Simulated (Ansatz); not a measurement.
**Two structures, one formula**

The two ends of one reaction step of C$_{3}$H$_{7}$, doublet (PBE0-D4/def2-TZVP).

A:

```xyz
10
angstrom
H 0.0019 -1.2793 0.8837
C 0.4525 -0.8145 0.0156
C 0.6475 0.6697 0.0350
C -0.4084 0.0649 -0.8369
H -2.0735 0.2397 2.3573
H 1.2042 -1.4203 -0.4745
H 1.5320 1.0731 -0.4420
H 0.3294 1.2127 0.9163
H -0.2420 0.0570 -1.9069
H -1.4436 0.1972 -0.5478
```

B:

```xyz
10
angstrom
H -1.2053 -0.6716 1.9332
C 0.5766 -0.7573 -0.1715
C 0.7837 0.6854 -0.1201
C -0.2907 0.0678 -1.0047
H -1.7353 -0.3635 2.3617
H 1.2319 -1.5871 -0.3880
H 1.6703 1.1094 -0.5839
H 0.4404 1.2335 0.7532
H -0.1496 0.0632 -2.0822
H -1.3219 0.2204 -0.6977
```

Program: Ansatz 0.2.0. Basis: def2-TZVPP. Cores are frozen in the correlated methods; orbitals are unrestricted. B3LYP uses VWN-RPA correlation.

(1) Which structure is lower at CCSD(T), and by how much? (An estimate is asked for; the value comes from the calculation.)

No T1 diagnostic of these runs exceeds 0.012. ⟨S²⟩ of the unrestricted Hartree–Fock references: 0.75 to 0.76 (a pure state has 0.75).

## Answers

(1) The calculation gives: A, by 27.7 kJ/mol (electronic energy, against the other). By their contacts, A is a complex of C₃H₆ (C1CC1) + H and B is a complex of C₃H₅ ([CH]1[CH2][CH2]1) + H₂.

All methods give the same order:

```csv
method,E(B) − E(A) (kJ/mol)
SPW92,37.0
PBE-D4,25.0
BLYP-D4,8.2
r2SCAN-D4,10.1
B97M-V,21.5
PBE0-D4,29.1
B3LYP-D4,13.1
r2SCAN0-D4,13.9
BHLYP-D4,17.9
CAM-B3LYP-D4,20.7
wB97X-V,29.1
wB97M-V,27.4
B2PLYP,23.4
PBE-QIDH,37.1
RPA on PBE,25.9
HF,30.8
MP2,48.3
CCSD,25.0
CCSD(T),27.7
```

Labels in which every atom is bracketed show which atoms are joined, not bond orders.

For scale, one of the runs: CCSD(T)/def2-TZVPP, 191 basis functions (an equivalent command: `ansatz run in.yaml --threads 4`). Time: 70 s of wall clock on 4 CPU threads; the host was shared. Peak host memory: 5.6 GiB.
